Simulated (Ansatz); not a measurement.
`C=C1CCC1`, relaxed with RKS PBE-D4/def2-SVP in Ansatz from a rough embedded geometry. The force threshold is 0.03 eV/Å; the program also tests the step.

The species carries charge 0 and has multiplicity 1.

Start:

```xyz
13

C    -1.396    0.401   -1.360
C    -0.473    0.136   -0.461
C     0.946   -0.362   -0.541
C     1.023   -0.292    0.996
C    -0.431    0.212    1.042
H    -1.213    0.273   -2.414
H    -2.374    0.757   -1.080
H     1.628    0.305   -1.067
H     1.048   -1.361   -0.962
H     1.755    0.418    1.375
H     1.180   -1.253    1.481
H    -0.559    1.217    1.446
H    -1.134   -0.452    1.545
```

How much energy does the relaxation release, and in how many steps? (An estimate is asked.)

Ansatz gave: 10.32 kJ/mol, in 2 steps.

Which bonds change most? (An estimate is asked.)

The calculation gave: C1–H7 from 1.077 to 1.102 Å; C1–H6 from 1.077 to 1.102 Å; C1–C2 from 1.316 to 1.340 Å; C3–H9 from 1.090 to 1.111 Å.

Give the relaxed structure. (An estimate is asked.)

Computed: 
```xyz
13

C    -1.419    0.408   -1.383
C    -0.479    0.137   -0.467
C     0.957   -0.366   -0.546
C     1.037   -0.296    1.009
C    -0.436    0.214    1.055
H    -1.226    0.275   -2.459
H    -2.417    0.773   -1.090
H     1.655    0.307   -1.088
H     1.068   -1.382   -0.981
H     1.784    0.421    1.400
H     1.202   -1.271    1.507
H    -0.572    1.235    1.471
H    -1.154   -0.456    1.573
```
